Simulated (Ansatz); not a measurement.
Process, species as SMILES: C=O (CH2-O) + 2 [H][H] (H2) → C (CH4) + O (H2O)
B3LYP-D3(BJ)/def2-TZVP geometries, fixed; electronic energies without zero-point terms.

How fast the energy of full hydrogenation converges with the basis for several methods (Ansatz, an electronic-structure program): deviation from each method's own reference, in kcal/mol. References: B2PLYP -58.83 kcal/mol, the value in aug-pcseg-3; B3LYP -57.84 kcal/mol, the value in aug-pcseg-3; CCSD(T) -59.88 kcal/mol, Hartree-Fock in cc-pVQZ plus the correlation part extrapolated as X^-3 from cc-pVTZ and cc-pVQZ; HF -58.50 kcal/mol, the value in aug-cc-pVQZ; MP2 -61.28 kcal/mol, Hartree-Fock in aug-cc-pVQZ plus the correlation part extrapolated as X^-3 from aug-cc-pVTZ and aug-cc-pVQZ; PBE -59.20 kcal/mol, the value in aug-pcseg-3. Cartesian d functions, on some or all atoms, in 6-31+G*; all else is spherical. In correlated methods cores are frozen. No added dispersion term, no relativity. 

```csv
basis,functions,B2PLYP,B3LYP,CCSD(T),HF,MP2,PBE
STO-3G,12,16.66,?,29.19,-6.48,27.41,20.10
3-21G,22,13.96,?,20.77,-1.58,20.14,14.97
6-31+G*,42,7.14,?,12.40,2.62,11.44,6.09
6-311G**,48,4.73,?,6.70,0.81,6.38,5.01
def2-SVPD,59,-2.48,?,-0.57,-3.35,-0.88,-2.84
aug-cc-pVDZ,64,-2.28,?,-0.08,-2.71,-0.33,-2.54
def2-TZVP,74,4.06,?,5.94,2.09,5.98,3.58
pcseg-2,88,0.37,?,0.96,-0.27,0.79,0.46
cc-pVTZ,88,2.25,?,2.24,0.68,2.30,2.66
aug-pcseg-2,138,-0.19,?,0.40,-0.36,0.25,-0.30
def2-QZVPP,177,0.36,?,0.20,0.09,0.24,0.52
def2-QZVPPD,195,0.00,?,-0.07,-0.03,-0.04,-0.02
```

Q: What belongs in the gaps?

A: 
- STO-3G, B3LYP: 13.98
- 3-21G, B3LYP: 12.32
- 6-31+G*, B3LYP: 5.50
- 6-311G**, B3LYP: 4.08
- def2-SVPD, B3LYP: -3.04
- aug-cc-pVDZ, B3LYP: -3.06
- def2-TZVP, B3LYP: 3.27
- pcseg-2, B3LYP: 0.14
- cc-pVTZ, B3LYP: 2.21
- aug-pcseg-2, B3LYP: -0.39
- def2-QZVPP, B3LYP: 0.39
- def2-QZVPPD, B3LYP: -0.01

Mean absolute deviation over 6-311G**, def2-TZVP, pcseg-2, cc-pVTZ, aug-pcseg-2: HF 0.84, B3LYP 2.02, B2PLYP 2.32, PBE 2.40, MP2 3.14, CCSD(T) 3.25 kcal/mol.
